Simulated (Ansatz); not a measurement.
A calculation with Ansatz (development build ahead of 0.2.0).

```yaml
crystal:
  periodic: [false, false, false]
  atoms:
    - { symbol: H, position_ang: [0.0, 0.0, -1.42875] }
    - { symbol: C, position_ang: [0.0, 0.0, -0.43854] }
    - { symbol: C, position_ang: [0.0, 0.0, 0.67666] }
basis:
  gaussian: { orbitals: cc-pVDZ }
magnetization:
  spin_polarized: true
  initial_magnetization: 1
hamiltonian:
  xc: hf
```

The input is written out in the form of the current development build from the run's settings.

Results

```json
{
  "Converged": "yes",
  "Total energy": "-76.13076 hartree",
  "Spin squared of the determinant": "0.899"
}
```

Caution: the unrestricted determinant is spin contaminated.
